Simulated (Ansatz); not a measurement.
BClH4Si can be A, `B[SiH2]Cl`, or B, `[SiH3]BCl`.

Computed with Ansatz on PBE0-D4/def2-TZVP structures; ΔE is electronic, products minus reactants. CCSD(T)/CBS is the MP2 limit (def2-TZVPP, def2-QZVPP) plus CCSD(T) − MP2 in def2-TZVPP, frozen cores. This one scheme is used for every species. DFT in def2-TZVPP.

A:

```xyz
7

B    -0.5762    0.0424    1.0912
Si    0.3778   -0.1177   -0.6625
Cl    0.3803    1.6256   -1.7681
H    -0.6356   -0.9274    1.7898
H    -1.0842    1.0507    1.4770
H     1.7972   -0.5010   -0.4308
H    -0.2592   -1.1728   -1.4965
```

B:

Z-matrix (Å, degrees):
```
Si
B 1 2.016
H 1 1.486 2 113.0
H 1 1.490 2 108.8 3 121.4
H 1 1.490 2 109.0 3 -121.5
Cl 2 1.739 1 121.6 3 -0.7
H 2 1.194 1 122.6 3 179.4
```

Problem. Which isomer does CCSD(T)/CBS put lower? Give the gap. (Best estimate.)

Solution. The calculation gave: B, by 6.5 kJ/mol.

Problem. Give E(B) − E(A) in kJ/mol with CCSD/def2-TZVPP, LDA (SPW92), ωB97M-V, BLYP-D4, PBE-D4, r2SCAN-D4, HF/def2-TZVPP. (An estimate is asked.)

Solution. Computed: CCSD/def2-TZVPP -7.1, LDA (SPW92) -24.2, ωB97M-V -6.7, BLYP-D4 -12.9, PBE-D4 -16.9, r2SCAN-D4 -10.4, HF/def2-TZVPP 6.5. The order is the other way round with HF/def2-TZVPP.

Problem. Does the order hold for the free energy at 298.15 K (harmonic terms from PBE0-D4)? (Estimate.)

Solution. Computed: Yes: G(B) − G(A) = -9.4 kJ/mol. Modes under 60 cm⁻¹, often nearly free rotors, make the harmonic entropy too high.

Largest T1 diagnostic: 0.014.

From BLYP to BHLYP (50 % exact exchange), in def2-TZVPP and without D4, E(B) − E(A) moves by +10.5 kJ/mol. In def2-TZVPP, CCSD(T) changes the Hartree–Fock value by −17.1 kJ/mol (the triples alone add −3.5 kJ/mol) and MP2 by −14.8 kJ/mol.
